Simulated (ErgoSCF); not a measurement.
# AlH (SMILES [AlH]) at 6 levels

Wanted: a comparison of 6 runs (HF/STO-3G, HF/3-21G, HF/def2-SVP, B3LYP/6-31G*, PBE0/def2-SVP, PBE/def2-TZVP) of AlH. 

The results are computed with ErgoSCF 3.8.

6 further runs of the same task are left out: 4 that didn't finish, 2 set aside as unsound or not needed.

## Step 1: The structure to begin with

AlH: 2 atoms, total charge 0, spin state singlet. As SMILES, `[AlH]`. Geometry: a GFN2-xTB relaxation, a rough one for these elements and not checked as a minimum.

Bond lengths: Al1–H2 1.613 Å.

## Step 2: The energy at HF/STO-3G (run 1)

Input file job.ego:

```
set_nthreads("env")
molecule_inline Angstrom
Al     0.000000     0.000000     0.000000
H      0.000000     0.000000     1.613470
EOF
scf.output_mulliken_pop = 1
scf.use_diagonalization = 1
basis = "STO-3G"
tmpdir = "."
scf.max_number_of_iterations = 120
run "HF"
```

The basis set STO-3G is read from a file made from the Basis Set Exchange's data (not shown).

Launch:

```bash
$ ergo job.ego
```

The program printed:

```text
[...]
INSC SCF_general constructor, number of basis functions: 10
[...]
INSC Energy   1 =       -202.59090346027
[...]
INDE E_LUMO =          0.36831804715
[...]
INSC Energy   8 =       -239.49761048537  ( diff     -0.000000000000796 )
[...]
RESC CONVERGED after   8 iterations.
RESC FINAL ENERGY:       -239.49761048537
[...]
INSC SCF: dipole_moment_x [atomic units] =      -0.00000000
INSC SCF: dipole_moment_y [atomic units] =      -0.00000000
INSC SCF: dipole_moment_z [atomic units] =      -0.43643479
[...]
```

Run time: 0.42 s. Hardware: 1 thread of Intel Xeon 6975P-C (Granite Rapids), shared host; peak memory 0.26 GiB.

## Step 3: The energy at HF/3-21G (run 2)

Input file job.ego:

```
set_nthreads(1)
molecule_inline Angstrom
Al     0.000000     0.000000     0.000000
H      0.000000     0.000000     1.613470
EOF
basis = "3-21G"
charge = 0
tmpdir = "."
scf.use_diagonalization = 1
scf.output_mulliken_pop = 1
scf.max_number_of_iterations = 120
run "HF"
```

The basis set 3-21G is read from a file made from the Basis Set Exchange's data (not shown).

Launch:

```bash
$ ergo < job.ego
```

The program printed:

```text
[...]
INSC SCF_general constructor, number of basis functions: 15
[...]
INSC Energy   1 =       -152.95605861448
[...]
INDE E_LUMO =          0.03158608780
[...]
INSC Energy   9 =       -241.12170866945  ( diff     -0.000000000016144 )
[...]
RESC CONVERGED after   9 iterations.
RESC FINAL ENERGY:       -241.12170866945
[...]
INSC SCF: dipole_moment_x [atomic units] =      -0.00000000
INSC SCF: dipole_moment_y [atomic units] =      -0.00000000
INSC SCF: dipole_moment_z [atomic units] =       0.30236141
[...]
```

Run time: 0.4 s. Hardware: 1 thread of Intel Xeon 6975P-C (Granite Rapids), shared host; peak memory 0.26 GiB.

## Step 4: A single-point energy at HF/def2-SVP (run 3)

Input file job.ego:

```
# AlH
set_nthreads(1)
molecule_inline Angstrom
Al 0.000000 0.000000 0.000000
H  0.000000 0.000000 1.613470
EOF
spin_polarization = 0
scf.max_number_of_iterations = 120
tmpdir = "."
scf.use_diagonalization = 1
charge = 0
scf.output_mulliken_pop = 1
basis = "def2-SVP"
run "HF"
```

The basis set def2-SVP is read from a file made from the Basis Set Exchange's data (not shown).

Launch:

```bash
$ ergo < job.ego
```

The program printed:

```text
[...]
INSC SCF_general constructor, number of basis functions: 23
[...]
INSC Energy   1 =       -112.20154449366
[...]
INDE E_LUMO =          0.03586966458
[...]
INSC Energy  11 =       -242.37269933688  ( diff     -0.000000000002188 )
[...]
RESC CONVERGED after  11 iterations.
RESC FINAL ENERGY:       -242.37269933688
[...]
INSC SCF: dipole_moment_x [atomic units] =      -0.00000000
INSC SCF: dipole_moment_y [atomic units] =       0.00000000
INSC SCF: dipole_moment_z [atomic units] =       0.16582282
[...]
```

It took 0.6 s on 1 thread of Intel Xeon 6975P-C (Granite Rapids), shared host; peak memory 0.26 GiB.

Runs 4 to 5 aren't shown in full; the table further down has their settings and results.

## Step 5: A single-point energy at PBE/def2-TZVP (run 6)

Input file mol.xyz:

```xyz
2
AlH
Al     0.000000     0.000000     0.000000
H      0.000000     0.000000     1.613470
```

Input file input.ego:

```
# single point, AlH
set_nthreads("env")
molecule "mol.xyz"
XC.radint = 1e-11
tmpdir = "."
scf.output_mulliken_pop = 1
XC.angint = 41
charge = 0
XC.sparse_mode = 0
basis = "def2-TZVP"
scf.max_number_of_iterations = 120
scf.use_diagonalization = 1
run "PBE"
```

The basis set def2-TZVP is read from a file made from the Basis Set Exchange's data (not shown).

Launch:

```bash
$ ergo input.ego
```

The program printed:

```text
[...]
INDF Weighted mixed functional:
[...]
INSC Energy   1 =        -95.15092832420
[...]
INDE E_LUMO =         -0.09249844101
[...]
INSC Energy  11 =       -242.83689782814  ( diff     -0.000000000000881 )
[...]
RESC CONVERGED after  11 iterations.
RESC FINAL ENERGY:       -242.83689782814
[...]
INSC SCF: dipole_moment_x [atomic units] =       0.00000000
INSC SCF: dipole_moment_y [atomic units] =      -0.00000000
INSC SCF: dipole_moment_z [atomic units] =       0.03027011
[...]
```

Wall time 1.6 s (1 thread of Intel Xeon 6975P-C (Granite Rapids), shared host); peak memory 0.26 GiB.

## Step 6: Overview of the runs

```
run                               level  integration grid  radint  energy (Eh)  dipole moment (D)  wall time
  1                           HF/STO-3G                 –       –  -239.497610               1.11     0.42 s
  2                            HF/3-21G                 –       –  -241.121709               0.77      0.4 s
  3                         HF/def2-SVP                 –       –  -242.372699               0.42      0.6 s
  4  B3LYP/6-31G* (spherical functions)             Turbo   1e-11  -242.980741               0.41     0.88 s
  5                       PBE0/def2-SVP             Turbo   1e-11  -242.773862               0.30     0.92 s
  6                       PBE/def2-TZVP             Turbo   1e-11  -242.836898               0.08      1.6 s
```

## Step 7: Summary of results

```
            quantity          value
 run 6: total energy  -242.83690 Eh
run 6: dipole moment         0.08 D
```

What this shows: The dipole moment (its size) runs from 0.08 D (PBE/def2-TZVP) to 1.11 D (HF/STO-3G). The two ends differ in method and basis. The two dipoles point in opposite directions. Totals of different functionals can't be ranked against each other. In run 1 the basis is minimal, so the values are rough. All runs together took 4.8 s, the longest 1.6 s.
